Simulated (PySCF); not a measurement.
trans-1-chloro-2-fluoroethylene, C₂H₂ClF.
SMILES: `F/C=C/Cl`

The closed-shell ground state was solved at several levels (PySCF, density fitting, gas phase, non-relativistic). Geometry: PBE0-D3(BJ)/def2-TZVP; no solvent, vibrations or thermal averaging.

```
         level  basis functions  HOMO (eV)  LUMO (eV)  gap (eV)  dipole (D)
  KT3/pcSseg-2              179      -6.29      -1.20      5.09        0.16
 PBE0/pcSseg-2              179      -7.48      -0.26      7.22        0.17
B97-2/pcSseg-2              179      -7.22      -0.31      6.91        0.17
```

(1) What might wB97X-D/pcSseg-2 (179 basis functions) give for the same quantities?

(2) Over all these levels, which gives the widest orbital gap and which the narrowest?

(3) In the pcSseg-2 basis, how does the gap go with the fixed share of exact exchange?

(4) How far do the dipole and the HOMO energy spread over the levels?

Results:

(1) HOMO -9.32 eV, LUMO 1.58 eV, gap 10.90 eV, dipole 0.18 D.

(2) wB97X-D/pcSseg-2 (range-separated hybrid) has the widest, 10.90 eV, and KT3/pcSseg-2 (GGA) the narrowest, 5.09 eV. From the narrowest to the widest the HOMO moves by -3.03 eV and the LUMO by +2.78 eV.

(3) KT3 (0 %) 5.09 eV; B97-2 (21 %) 6.91 eV; PBE0 (25 %) 7.22 eV. Each rise in the share widens the gap here.

(4) The dipole runs from 0.16 to 0.18 D (mean 0.17 D) and the HOMO from -9.32 to -6.29 eV.
